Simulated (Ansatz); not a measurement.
Input file:

```yaml
crystal:
  periodic: [false, false, false]
  atoms:
    - {symbol: N, position_ang: [0.000000, 0.000000, 0.009233]}
    - {symbol: Mg, position_ang: [0.000000, 0.000000, -1.872467]}
    - {symbol: H, position_ang: [0.000000, 0.000000, 1.863233]}
basis:
  gaussian: {orbitals: 6-31G}
magnetization: {spin_polarized: false, initial_magnetization: 2}
correlation: {method: fci, electrons: outside_noble_gas}
```

```sh
$ ansatz run in.yaml --threads 1 --pin off --events-out ev --progress --plain --max-ram 2393MiB
```

Output:

```
504 factors; integrals over basis functions are off by at most 1.7e-7 eV
mean field evaluation 1: about -6919.4589 eV, gradient 2.3e1 eV
mean field evaluation 2: about -6919.5032 eV, gradient 2.3e1 eV
mean field evaluation 4: about -6921.6356 eV, gradient 3.9e0 eV
mean field evaluation 8: about -6922.0883 eV, gradient 9.9e-1 eV
mean field evaluation 16: about -6922.1136 eV, gradient 9.1e-7 eV
mean field evaluation 32: about -6913.6579 eV, gradient 2.6e1 eV
mean field evaluation 64: about -6920.6458 eV, gradient 3.9e-1 eV
mean field evaluation 96: about -6917.6344 eV, gradient 1.5e1 eV
mean field evaluation 128: about -6920.6261 eV, gradient 3.7e-2 eV
mean field -6922.11358402 eV, -254.3829822357 hartree, gradient 1.2e-6 eV, S^2 2.000000; 10 other end points of the search recorded, 0 dependent functions left out
mean field evaluation 160: about -6922.7835 eV, gradient 2.0e0 eV
determinant -6922.11358402 eV, -254.3829822357 hartree, with singles and doubles -6926.18299114 eV, -254.5325301890 hartree
determinant -6921.54673086 eV, -254.3621507661 hartree, with singles and doubles -6925.73546049 eV, -254.5160837408 hartree
determinant -6920.62759120 eV, -254.3283730067 hartree, with singles and doubles -6923.34063295 eV, -254.4280754523 hartree
determinant -6919.99576933 eV, -254.3051539814 hartree, with singles and doubles -6923.09025100 eV, -254.4188740850 hartree
determinant -6922.11358402 eV, -254.3829822357 hartree, with singles and doubles -6926.20311016 eV, -254.5332695492 hartree
determinant -6921.54673086 eV, -254.3621507661 hartree, with singles and doubles -6925.73887854 eV, -254.5162093520 hartree
unrestricted determinant -6922.81637621 eV, -254.4088093723 hartree, S^2 2.6176
6 core orbitals not correlated: weight in the atoms' cores, before any rotation towards them, 1.000 or more for the frozen orbitals, at most 0.000 for the correlated occupied ones
reference -6922.11358402 eV, -254.3829822357 hartree; 5, 3 occupied and 13, 15 virtual orbitals, 504 factors
state -6926.42855342 eV, -254.5415544364 hartree
Total energy: -6926.42855342 eV, -254.5415544364 hartree
```

Ran on 1 thread of Arm Neoverse V1, shared host: 31 s wall, 0.36 GiB peak host memory.
